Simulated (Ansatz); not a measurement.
# CHFSi (SMILES FC#[SiH]): molecular dynamics

Aim: follow the atoms for 40 steps of 1.0 fs with a Nosé-Hoover thermostat, with velocities drawn for 100 K.

Method: BLYP-D4/cc-pVDZ; program: Ansatz 0.2.0, Gaussian basis.

1 further run of the same task is left out (it didn't finish).

## 1. The starting structure

4 atoms, charge 0, spin multiplicity 1.

Atoms are counted from 1 here; the program's logs count them from 0.

Bond lengths: F1–C2 1.376 Å, C2–Si3 1.724 Å, Si3–H4 1.458 Å. Angles: F1–C2–Si3 120.4°, C2–Si3–H4 170.0°.

Geometry (Å):

```mol
CHFSi
  3D, bonds by distance, orders not assigned

  4  3  0  0  0  0  0  0  0  0999 V2000
    0.1024    0.0789    1.9817 F   0  0
   -0.3794   -0.5353    0.8489 C   0  0
    0.0524    0.0518   -0.7131 Si  0  0
    0.2246    0.4046   -2.1175 H   0  0
  1  2  8  0
  2  3  8  0
  3  4  8  0
M  END
```

## 2. The run

Contents of md/in.yaml:

```yaml
crystal:
  periodic: [false, false, false]
  atoms:
    - {symbol: F, position_ang: [0.102410, 0.078930, 1.981720]}
    - {symbol: C, position_ang: [-0.379350, -0.535270, 0.848890]}
    - {symbol: Si, position_ang: [0.052350, 0.051760, -0.713150]}
    - {symbol: H, position_ang: [0.224580, 0.404580, -2.117460]}
basis:
  gaussian: {orbitals: cc-pVDZ}
hamiltonian: {xc: {name: BLYP}, dispersion: d4}
md: {n_steps: 40, timestep: 1.0, temperature: 100, ensemble: nvt_nose_hoover, seed: 30, initial_velocities: maxwell_boltzmann}
```

Launch:

```sh
$ ansatz run in.yaml --threads 2 --pin off --events-out ev --progress --plain --max-ram 3481MiB
```

**Question.** What will these runs give? Wanted: temperature at the start; mean temperature, second half; lowest and highest potential energy, from the first frame; largest change of potential + kinetic.

The runs gave:

```
                                                 quantity              value
                                                   length  40 steps, 40.0 fs
                                 temperature at the start              100 K
                            mean temperature, second half             2286 K
lowest and highest potential energy, from the first frame   -1492 and 15 meV
                    largest change of potential + kinetic         1055.5 meV
```

In words: The system runs downhill by 1.49 eV, and that energy turns into motion. The thermostat trades energy with the molecule, so the sum of potential and kinetic energy isn't conserved: it changes by -1055 meV over the run. The mean temperature of the second half is still well above the 100 K set. The instant temperature ranges from 43 to 3417 K, as energy passes between motion and strain. The bonding pattern stays as it was.
